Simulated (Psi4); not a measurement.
# One shape, several levels: AlH3F− (SMILES [H][Al-]([H])([H])[F])

We compute a comparison of 3 runs (B2PLYP-D3(0)/6-311++G(3df,3pd), B2PLYP/6-311++G(3df,3pd), CEPA(3)/heavy-aug-cc-pVDZ) of AlH3F−. 

The calculation is run with Psi4 1.11.

2 further runs of the same task are left out: 2 that didn't finish.

## 1. The molecule

AlH3F− has 5 atoms, charge -1, and is taken as a singlet. As SMILES, `[H][Al-]([H])([H])[F]`. The shape comes from GFN2-xTB, which is rough for such elements, and wasn't checked as a minimum.

Bond lengths: Al1–F2 1.696 Å, Al1–H3 1.614 Å, Al1–H4 1.615 Å, Al1–H5 1.614 Å. Angles: F2–Al1–H3 108.1°, F2–Al1–H4 108.2°, F2–Al1–H5 108.2°, H3–Al1–H4 110.7°, H3–Al1–H5 110.8°, H4–Al1–H5 110.8°.

## 2. The energy at B2PLYP-D3(0)/6-311++G(3df,3pd) (ZORA, density fitting for correlation) (run 1)

alfh3.xyz reads:

```xyz
5
AlFH3
Al    -0.000570     0.000210    -0.037540
F      0.011440    -0.019350     1.657940
H      1.529880     0.011490    -0.550320
H     -0.774560     1.332620    -0.519830
H     -0.766190    -1.324970    -0.550240
```

run.py reads:

```python
import psi4

psi4.set_memory('1600 MB')
psi4.set_num_threads(1)
psi4.core.set_output_file('output.dat', False)

with open('alfh3.xyz') as f:
    atoms = ''.join(f.readlines()[2:])
m = psi4.geometry('-1 1\n' + atoms + 'no_reorient\nno_com')

psi4.set_options({
    'basis': '6-311++G(3df,3pd)',
    'scf_type': 'pk',
    'freeze_core': True,
    'relativistic': 'zora',
})

E = psi4.energy('b2plyp-d3zero')
print('E =', round(E, 9))
for k, v in sorted(psi4.core.scalar_variables().items()):
    print(f'{k:45s} {v:18.10f}')
```

Run with:

```console
$ python run.py
```

output.dat:

```text
[...]
  Running in c1 symmetry.
[...]
  Nuclear repulsion =   55.225952683022818
[...]
  Multiplicity = 1
[...]
  Nalpha       = 13
  Nbeta        = 13
[...]
    Number of basis functions: 140
[...]
   @RKS iter   1:  -344.62768980108734   -7.55302e-01   3.81141e-03 DIIS/ADIIS
[...]
   @RKS iter   7:  -344.73554949677083   -3.59914e-08   2.73119e-07 DIIS
[...]
    Orbital Energies [Eh]
    ---------------------
    Doubly Occupied:
       1A    -57.028174     2A    -25.135771     3A     -4.213315
       4A     -2.650831     5A     -2.649312     6A     -2.649309
       7A     -1.082453     8A     -0.333689     9A     -0.276660
      10A     -0.276656    11A     -0.228264    12A     -0.128329
      13A     -0.128217
[...]
  @RKS Final Energy:  -344.73554949677083
   => Energetics <=
    Nuclear Repulsion Energy =             55.2259526830228182
    One-Electron Energy =                -595.8846472649752286
    Two-Electron Energy =                 210.5411949519753989
    DFT Exchange-Correlation Energy =     -14.6173835860824717
    Empirical Dispersion Energy =          -0.0006662807113218
    VV10 Nonlocal Energy =                  0.0000000000000000
    Total Energy =                       -344.7355494967708296
[...]
 Multipole Moments:
 ------------------------------------------------------------------------------------
     Multipole            Electronic (a.u.)      Nuclear  (a.u.)        Total (a.u.)
 ------------------------------------------------------------------------------------
 L = 1.  Multiply by 2.5417464519 to convert [e a0] to [Debye]
 Dipole X            :         -0.1629183            0.1600220           -0.0028963
 Dipole Y            :          0.2905490           -0.2877675            0.0027815
 Dipole Z            :        -24.5226524           24.2131553           -0.3094971
 Magnitude           :                                                    0.3095231
[...]
```

On the terminal:

```text
E = -344.856618204
B2PLYP-D3 DISPERSION CORRECTION ENERGY             -0.0006662807
B2PLYP-D3ZERO2B DOUBLE-HYBRID CORRECTION ENERGY      -0.1210687074
B2PLYP-D3ZERO2B TOTAL ENERGY                     -344.8566182041
CURRENT ENERGY                                   -344.8566182041
CURRENT REFERENCE ENERGY                         -344.7355494968
DD SOLVATION ENERGY                                 0.0000000000
DFT FUNCTIONAL TOTAL ENERGY                      -344.7348832161
DFT TOTAL ENERGY                                 -344.8566182041
DFT VV10 ENERGY                                     0.0000000000
DFT XC ENERGY                                     -14.6173835861
DISPERSION CORRECTION ENERGY                       -0.0006662807
DOUBLE-HYBRID CORRECTION ENERGY                    -0.1210687074
GRID ELECTRONS ALPHA                               13.0000038160
GRID ELECTRONS BETA                                13.0000038160
GRID ELECTRONS TOTAL                               26.0000076319
NUCLEAR REPULSION ENERGY                           55.2259526830
ONE-ELECTRON ENERGY                              -595.8846472650
PCM POLARIZATION ENERGY                             0.0000000000
PE ENERGY                                           0.0000000000
SCF ITERATION ENERGY                             -344.7355494968
SCF ITERATIONS                                      7.0000000000
SCF TOTAL ENERGY                                 -344.7355494968
TWO-ELECTRON ENERGY                               210.5411949520
XC GRID RADIAL POINTS                              75.0000000000
XC GRID SPHERICAL POINTS                          302.0000000000
XC GRID TOTAL POINTS                           110305.0000000000
```

Run time: 74 s. Hardware: 1 thread of AMD EPYC 7R43 (Zen 3), shared host; peak memory 1.2 GiB.

## 3. A single-point energy at B2PLYP/6-311++G(3df,3pd) (ZORA, density fitting for correlation) (run 2)

calc.in reads:

```
memory 1600 MB

molecule system {
  -1 1
  Al    -0.000570     0.000210    -0.037540
  F      0.011440    -0.019350     1.657940
  H      1.529880     0.011490    -0.550320
  H     -0.774560     1.332620    -0.519830
  H     -0.766190    -1.324970    -0.550240
  no_reorient
  no_com
}

set basis 6-311++G(3df,3pd)
set scf_type pk
set freeze_core true
set relativistic zora

energy_value, wavefunction = energy('b2plyp', return_wfn=True)
```

Run with:

```console
$ psi4 calc.in calc.out -n 1
```

calc.out:

```text
[...]
  Running in c1 symmetry.
[...]
  Nuclear repulsion =   55.225952683022818
[...]
  Multiplicity = 1
[...]
  Nalpha       = 13
  Nbeta        = 13
[...]
    Number of basis functions: 140
[...]
   @RKS iter   1:  -344.62702352037604   -7.55302e-01   3.81141e-03 ADIIS/DIIS
[...]
   @RKS iter   7:  -344.73488321605953   -3.59914e-08   2.73119e-07 DIIS
[...]
    Orbital Energies [Eh]
    ---------------------
    Doubly Occupied:
       1A    -57.028174     2A    -25.135771     3A     -4.213315
       4A     -2.650831     5A     -2.649312     6A     -2.649309
       7A     -1.082453     8A     -0.333689     9A     -0.276660
      10A     -0.276656    11A     -0.228264    12A     -0.128329
      13A     -0.128217
[...]
  @RKS Final Energy:  -344.73488321605953
   => Energetics <=
    Nuclear Repulsion Energy =             55.2259526830228182
    One-Electron Energy =                -595.8846472649752286
    Two-Electron Energy =                 210.5411949519753989
    DFT Exchange-Correlation Energy =     -14.6173835860824717
    Empirical Dispersion Energy =           0.0000000000000000
    VV10 Nonlocal Energy =                  0.0000000000000000
    Total Energy =                       -344.7348832160595293
[...]
 Multipole Moments:
 ------------------------------------------------------------------------------------
     Multipole            Electronic (a.u.)      Nuclear  (a.u.)        Total (a.u.)
 ------------------------------------------------------------------------------------
 L = 1.  Multiply by 2.5417464519 to convert [e a0] to [Debye]
 Dipole X            :         -0.1629183            0.1600220           -0.0028963
 Dipole Y            :          0.2905490           -0.2877675            0.0027815
 Dipole Z            :        -24.5226524           24.2131553           -0.3094971
 Magnitude           :                                                    0.3095231
[...]
```

Wall time 70 s (1 thread of AMD EPYC 7R43 (Zen 3), shared host); peak memory 1.2 GiB.

## 4. The energy at CEPA(3)/heavy-aug-cc-pVDZ (Cholesky decomposition) (run 3)

input.inp reads:

```
memory 1600 mb

molecule {
  -1 1
  Al    -0.000570     0.000210    -0.037540
  F      0.011440    -0.019350     1.657940
  H      1.529880     0.011490    -0.550320
  H     -0.774560     1.332620    -0.519830
  H     -0.766190    -1.324970    -0.550240
}

set scf_type cd
set freeze_core true
set diis_max_vecs 3

e_tot, wfn = energy("cepa(3)/heavy-aug-cc-pVDZ", return_wfn=True)
```

Run with:

```console
$ psi4 -n 1 input.inp input.out
```

input.out:

```text
[...]
  Running in c1 symmetry.
[...]
  Nuclear repulsion =   55.225952683022818
[...]
  Multiplicity = 1
[...]
  Nalpha       = 13
  Nbeta        = 13
[...]
    Number of basis functions: 65
[...]
   @RHF iter   1:  -343.13598996973747   -9.83454e-01   6.10849e-03 DIIS/ADIIS
[...]
   @RHF iter  11:  -343.20078627554255   -2.27374e-12   3.81436e-09 DIIS
[...]
    Orbital Energies [Eh]
    ---------------------
    Doubly Occupied:
       1A    -58.240137     2A    -26.034552     3A     -4.653879
       4A     -2.969175     5A     -2.968216     6A     -2.968212
       7A     -1.310623     8A     -0.452925     9A     -0.396236
      10A     -0.396231    11A     -0.314919    12A     -0.198458
      13A     -0.198332
[...]
  @RHF Final Energy:  -343.20078627554255
   => Energetics <=
    Nuclear Repulsion Energy =             55.2259526830228182
    One-Electron Energy =                -594.6496877327327866
    Two-Electron Energy =                 196.2229487741674063
    Total Energy =                       -343.2007862755425549
[...]
 Multipole Moments:
 ------------------------------------------------------------------------------------
     Multipole            Electronic (a.u.)      Nuclear  (a.u.)        Total (a.u.)
 ------------------------------------------------------------------------------------
 L = 1.  Multiply by 2.5417464519 to convert [e a0] to [Debye]
 Dipole X            :          0.0279885           -0.0241240            0.0038646
 Dipole Y            :         -0.0522214            0.0425868           -0.0096345
 Dipole Z            :          4.3374123           -3.6026917            0.7347206
 Magnitude           :                                                    0.7347939
[...]
      * SCS-MP2 total energy:                 -343.508484421152
[...]
      * MP2 total energy:                     -343.506375498612
[...]
```

Run time: 13 s. Hardware: 1 thread of AMD EPYC 7R43 (Zen 3), shared host; peak memory 0.35 GiB.

## 5. The series

```csv
run,level,integrals,fitting correlation,energy (Eh),HOMO energy (eV),LUMO energy (eV),HOMO–LUMO gap (eV),wall time
1,"B2PLYP-D3(0)/6-311++G(3df,3pd) (ZORA, density fitting for correlation)",pk,density fitting,-344.856618,-3.49,4.27,7.76,74 s
2,"B2PLYP/6-311++G(3df,3pd) (ZORA, density fitting for correlation)",pk,density fitting,-344.855952,-3.49,4.27,7.76,70 s
3,CEPA(3)/heavy-aug-cc-pVDZ (Cholesky decomposition),cd,none,-343.527362,-5.40,3.90,9.30,13 s
```

## 6. Results

| quantity | value |
| --- | --- |
| run 3: total energy | -343.52736 Eh |
| run 3: HOMO energy (Hartree–Fock orbitals) | -5.40 eV |
| run 3: LUMO energy (Hartree–Fock orbitals) | 3.90 eV |
| run 3: HOMO–LUMO gap (to an unbound level, set by the basis) | 9.30 eV |
| run 3: correlation energy (6 core orbitals frozen) | -326.6 mEh |

What this shows: Some runs of one species differ in core potentials or relativity; totals across that change don't compare. All runs together took 2.6 min, the longest 74 s.
